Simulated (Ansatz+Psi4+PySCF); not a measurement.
Results of a calculation; reference values are marked as such.
This Ansatz input gave a total energy of -56.43623 hartree.

```yaml
crystal:
  periodic: [false, false, false]
  atoms:
    - { symbol: "N", position_ang: [-0.01249, -0.01503, 0.12073] }
    - { symbol: H, position_ang: [-0.01979, 0.94084, -0.27446] }
    - { symbol: H, position_ang: [0.8034, -0.45404, -0.26543] }
    - { symbol: H, position_ang: [-0.80739, -0.45846, -0.28692] }
basis:
  gaussian: { orbitals: aug-cc-pVTZ }
total_charge: -1
magnetization:
  spin_polarized: true
  initial_magnetization: 1
hamiltonian:
  xc: hf
correlation:
  method: mp2
  frozen_orbitals: { H: 0, "N": 1 }
scf:
  omitted_lower_state_checks: [stability, starts, atomic_configurations, cluster_reference, orbital_swaps, given_window_search, neighbouring_geometries, increment]
```

Write an input for PySCF with the same method and basis set.

```python
from pyscf import gto, scf, mp

mol = gto.M(atom="""
N -0.012490 -0.015030 0.120730
H -0.019790 0.940840 -0.274460
H 0.803400 -0.454040 -0.265430
H -0.807390 -0.458460 -0.286920
""", basis='aug-cc-pvtz', charge=-1, spin=1)
mf = scf.UHF(mol)
mf.kernel()
pt = mp.MP2(mf, frozen=1).run()
print(mf.e_tot, pt.e_corr, pt.e_tot)
```

PySCF 2.14.0 gave -56.43623 hartree, 0.03 meV from the first.
